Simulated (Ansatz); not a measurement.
Geometry optimisation, Ansatz 0.2.0, UKS revPBE/6-31G*.

The input (input.yaml):

```yaml
crystal:
  periodic: [false, false, false]
  atoms:
    - { symbol: Si, position_ang: [-0.070256, -0.222816, -0.310319] }
    - { symbol: H, position_ang: [-0.187476, -0.144575, 2.345982] }
    - { symbol: H, position_ang: [1.430704, -0.127873, -0.281224] }
    - { symbol: C, position_ang: [-0.906202, 1.468504, -0.556634] }
    - { symbol: H, position_ang: [-2.004243, 1.36874, -0.582967] }
    - { symbol: H, position_ang: [-0.637739, 2.146764, 0.270376] }
    - { symbol: H, position_ang: [-0.57785, 1.927533, -1.508321] }
    - { symbol: H, position_ang: [-0.497019, -1.246162, -1.332395] }
    - { symbol: F, position_ang: [0.092181, 0.649785, 2.761901] }
magnetization:
  spin_polarized: true
  initial_magnetization: 1
basis:
  gaussian: { orbitals: "6-31G*" }
hamiltonian:
  xc: revpbe
relax:
  f_tol: 0.03
  max_steps: 50
output:
  orbitals: {}
```

Launched with:

```bash
$ ansatz run input.yaml --threads 1 --pin off --max-ram 2048MiB --backend cpu --events-out ev --progress --plain --runs-dir out
```

Task: Where does it end, and by what steps?

Result: The run converged. After 12 steps the energy has fallen by 0.006 eV; H6 moved furthest, 0.19 Å.

```
step  energy less start (eV)  largest force component (eV/Å)  accepted
   0                  0.0000                           0.477       yes
   1                  0.0029                           0.548        no
   2                 -0.0035                           0.115       yes
   3                 -0.0037                           0.101       yes
   4                 -0.0052                           0.039       yes
   5                 -0.0043                           0.183        no
   6                 -0.0055                           0.135       yes
   7                 -0.0059                           0.079       yes
   8                 -0.0061                           0.058       yes
   9                 -0.0061                           0.073       yes
  10                 -0.0062                           0.046       yes
  11                 -0.0049                           0.085        no
  12                 -0.0062                           0.014       yes
```

```xyz
9
Properties=species:S:1:pos:R:3
Si -0.069 -0.280 -0.374
H -0.257 -0.005 2.374
H 1.432 -0.194 -0.332
C -0.901 1.426 -0.510
H -1.995 1.326 -0.612
H -0.686 2.010 0.400
H -0.520 1.982 -1.387
H -0.495 -1.241 -1.454
F 0.133 0.796 2.702
```

The run took 40 s on 1 thread of Arm Neoverse V1, with other jobs on the host, peak memory 0.14 GiB.
